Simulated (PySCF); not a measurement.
Compound: acetyl chloride, C2H3ClO.
Bonds: C1–C2, C2–O3 (double), C2–Cl4. Hydrogens: H5, H6, H7 on C1.

Method used: EOM-EE-CCSD/aug-cc-pVDZ in PySCF, restricted Hartree–Fock reference, 8 core orbitals frozen, non-relativistic, gas phase, PBE0-D3(BJ)/def2-SVP geometry.

Task: What does EOM-EE-CCSD give for the lowest vertical excitations?

Result: 
| state | E (eV) | Eh | main singles (HF orbitals, share of the singles part) |
| --- | --- | --- | --- |
| singlet 1 | 5.30 | 0.1948 | HOMO→LUMO+5 61 %, HOMO→LUMO+7 20 % |
| singlet 2 | 7.43 | 0.2730 | HOMO-2→LUMO+5 66 %, HOMO-2→LUMO+7 20 % |
| singlet 3 | 7.44 | 0.2734 | HOMO-1→LUMO+5 37 %, HOMO→LUMO+15 12 %, HOMO-1→LUMO+7 12 % |
| singlet 4 | 7.72 | 0.2839 | HOMO→LUMO 58 %, HOMO→LUMO+3 12 % |
| triplet 1 | 4.94 | 0.1817 | HOMO→LUMO+5 62 %, HOMO→LUMO+7 18 % |
| triplet 2 | 6.34 | 0.2331 | HOMO-1→LUMO+5 44 %, HOMO-3→LUMO+5 16 %, HOMO-1→LUMO+7 12 % |

Task: What is the vertical gap between the lowest excited singlet and the lowest triplet?

Result: 5.30 − 4.94 = 0.36 eV (35 kJ/mol). Both are led by HOMO→LUMO+5.

The first EOM-IP-CCSD ionisation energy is 10.91 eV, 3.19 eV above the highest singlet listed and 5.61 eV above the lowest.

T1 diagnostic 0.015. EOM-CCSD puts states of mainly double-excitation character too high. An iterative search for so few roots can pass over a low state.
